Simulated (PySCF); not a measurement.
**SiC, triplet in 6-31G: errors against full CI**

Geometry: a point of a stretch scan, not a stationary point.

| atom | x (Å) | y (Å) | z (Å) |
| --- | --- | --- | --- |
| Si | 0.0000 | 0.0000 | 0.0000 |
| C | 0.0000 | 0.0000 | 3.1420 |

Basis 6-31G; PySCF 2.14.0. Correlated methods freeze the noble-gas cores, which leaves 8 electrons in 16 orbitals. R marks a restricted (for open shells ROHF) determinant, U an unrestricted one.

Full CI is exact within this basis and frozen core; it isn't the basis-set limit. The frozen core follows each run's orbitals, which can shift R against U totals by a few meV.

The determinant fills πx and πy unequally, so it is a mixture of Σ and Δ, which weighs on every level built on one determinant.

* UHF ⟨S²⟩: 3.003
* ⟨S²⟩ of the determinant under UCCSD: 2.004
* T1 diagnostic (ROHF- or RHF-based CCSD): 0.0317
* largest doubles amplitude (ROHF- or RHF-based CCSD): 0.421

```tsv
level	E − E(full CI) (kJ/mol)	wall time
RHF†	389.2	–
RMP2†	169.7	–
RCCSD†	36.4	–
RCCSD(T)†	19.4	1.4 s
RCCSDT†	17.9	18 s
```

A dagger marks rows that describe another state than the reference (another or a broken symmetry, a higher spin or other natural occupations), so the difference isn't the method's error.

Run but not shown, since their state, orbitals or frozen core can't be matched to the reference's or they repeat it: UHF, UMP2, UCCSD, UCCSD(T), UCCSDT.

Times are those of the correlated step on a shared host, with one SCF added for the restricted CCSD run; they ran on 1 thread of Intel Xeon.

The restricted determinant belongs to another symmetry than the lowest state (A2); the lowest full-CI state of the determinant's symmetry (A1) lies 0.163 eV higher, and methods that keep that symmetry describe that state.

The full-CI state has the irrep A2 of C2v, in the program's axes (one component, if the state is degenerate).

Natural occupations of full CI about the gap: 1.951 1.940 1.563 0.714 0.713 0.431 0.322 0.322 0.010 0.007; effectively unpaired electrons, Σ n²(2−n)², 3.22. No single determinant describes this state well, so single-reference rows can miss without a flag.
